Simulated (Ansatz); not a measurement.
# C3H5NO: vertical ionisation energy

An exercise on one series of results from a longer session: the logs are not shown, and one member is left open.

Program: Ansatz 0.2.0, Gaussian basis. Level of theory: unrestricted cation, the program's frozen cores in correlated methods. These are calculated values, not measurements.

Levels to be run: UKS PBE-D4/def2-TZVPP; UKS r2SCAN-D4/def2-TZVPP; UKS PBE0-D4/def2-TZVPP; UKS B3LYP-D4/def2-TZVPP; UKS wB97X-V/def2-TZVPP; UKS wB97M-V/def2-TZVPP; UKS B2PLYP/def2-TZVPP; UHF-CCSD(T)/def2-TZVPP; UHF-MP2/def2-QZVPP; extrapolation to the limit; then −ε(HOMO) from the neutral's earlier runs with LDA (SPW92), PBE-D4, revPBE-D4, BLYP-D4, r2SCAN-D4, B97M-V, PBE0-D4, B3LYP-D4, r2SCANh-D4, r2SCAN0-D4, HSE06-D4, BHLYP-D4, CAM-B3LYP-D4, LC-ωPBE, ωB97X-V, ωB97M-V.

### The relaxed structure

The geometry comes from an earlier relaxation with PBE0-D4 in a triple-zeta def2 set; it is a stationary point, not always the lowest conformer.

10 atoms, charge 0, spin multiplicity 1.

Atoms are counted from 1 here; the program's logs count them from 0.

Bond lengths: C1–O2 1.410 Å, C1–H6 1.098 Å, C1–H7 1.089 Å, C1–H8 1.096 Å, O2–C3 1.392 Å, C3–C4 1.471 Å, C3–H9 1.100 Å, C3–H10 1.092 Å, C4–N5 1.149 Å. Angles: O2–C1–H6 111.1°, O2–C1–H7 106.8°, O2–C1–H8 111.5°, H6–C1–H7 109.2°, H6–C1–H8 109.0°, H7–C1–H8 109.2°, C1–O2–C3 113.3°, O2–C3–C4 113.0°, O2–C3–H9 111.9°, O2–C3–H10 107.5°, C4–C3–H9 107.8°, C4–C3–H10 108.5°, H9–C3–H10 108.1°, C3–C4–N5 179.1°.

Set-up of the first run:

The input, in.yaml:

```yaml
crystal:
  periodic: [false, false, false]
  atoms:
    - {symbol: C, position_ang: [-0.684835, -1.098521, 0.431130]}
    - {symbol: O, position_ang: [0.665089, -0.710106, 0.304652]}
    - {symbol: C, position_ang: [0.828133, 0.659971, 0.119620]}
    - {symbol: C, position_ang: [0.281781, 1.136234, -1.160176]}
    - {symbol: N, position_ang: [-0.158416, 1.497201, -2.158345]}
    - {symbol: H, position_ang: [-1.162841, -0.593713, 1.280609]}
    - {symbol: H, position_ang: [-0.688158, -2.173274, 0.604650]}
    - {symbol: H, position_ang: [-1.252860, -0.878876, -0.480254]}
    - {symbol: H, position_ang: [0.355122, 1.241987, 0.924419]}
    - {symbol: H, position_ang: [1.900085, 0.867899, 0.136694]}
basis:
  gaussian: {orbitals: def2-TZVPP}
total_charge: 1
magnetization: {spin_polarized: true, initial_magnetization: 1}
hamiltonian: {xc: pbe, dispersion: d4}
```

Command:

```console
ansatz run in.yaml --threads 2 --pin off --events-out ev --progress --plain --max-ram 32768MiB --backend cpu
```

Steps of the session up to this table: Cation, UKS PBE-D4/def2-TZVPP; Cation, UKS r2SCAN-D4/def2-TZVPP; Cation, UKS PBE0-D4/def2-TZVPP; Cation, UKS B3LYP-D4/def2-TZVPP; Cation, UKS wB97X-V/def2-TZVPP; Cation, UKS wB97M-V/def2-TZVPP; Cation, UKS B2PLYP (frozen core)/def2-TZVPP; Cation, UHF-CCSD(T)/def2-TZVPP; Cation, UHF-MP2/def2-QZVPP.

One of the session's tables, all rows but one given; the rest of the session is left out.

It belongs to the step «Ionisation energies side by side». For comparison, −ε(HOMO) of the neutral from earlier runs:

| functional | −ε(HOMO) (eV) |
| --- | --- |
| LDA (SPW92) | ? |
| PBE-D4 | 6.83 |
| revPBE-D4 | 6.78 |
| BLYP-D4 | 6.76 |
| r2SCAN-D4 | 7.19 |
| B97M-V | 7.34 |
| PBE0-D4 | 8.49 |
| B3LYP-D4 | 8.24 |
| r2SCANh-D4 | 7.81 |
| r2SCAN0-D4 | 8.75 |
| HSE06-D4 | 8.08 |
| BHLYP-D4 | 10.12 |
| CAM-B3LYP-D4 | 9.97 |
| LC-ωPBE | 11.28 |
| ωB97X-V | 10.98 |
| ωB97M-V | 10.92 |

Q: Estimate the row for LDA (SPW92) from the others.

**Answer.** −ε(HOMO) (eV): 6.96. In the column «−ε(HOMO) (eV)» it lies between PBE-D4 (6.83) and r2SCAN-D4 (7.19).
